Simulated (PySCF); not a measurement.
# MgH2NCl, a cluster of ions: interaction energy

Computed with PySCF 2.14.0; each step states its level. No surroundings beyond the atoms listed, unless a continuum is named. Atoms count from 0, parts from 1.

### 1 The system as given

5 atoms, charge 0, multiplicity 1; geometry: GFN2-xTB. Parts: 1 = atoms 0–1, `[Mg+][Cl]`, charge 1; 2 = atoms 2–4, `[NH2-]`, charge -1.

### 2 Relaxing the molecule at PBE0-D3(BJ)/def2-SVPD

The job: settings as JSON, then the geometry in Å.

```
{"job": {"xc": "PBE0", "basis": "def2-SVPD", "d3": "d3bj", "grid": 2, "kind": "geom"}, "charge": 0, "multiplicity": 1, "parts": [{"atoms": "0-1", "charge": 1, "multiplicity": 1}, {"atoms": "2-4", "charge": -1, "multiplicity": 1}]}
Mg     0.095031    -0.410976     1.447055
Cl    -0.339680     0.115676    -0.575969
N     -0.924216    -1.200043     2.834565
H     -1.864601    -1.430880     2.527566
H     -0.549211    -2.046629     3.248293
```

Run with:

```bash
OMP_NUM_THREADS=1 python cluster_run.py task.json out
```

One launch serves the whole session: the jobs run in the order shown.

**Question.** How long does this first job take on 1 thread of Intel Xeon 6975P-C, shared host, and how much memory does it need?

About 15 s, with a peak of 0.4 GiB.
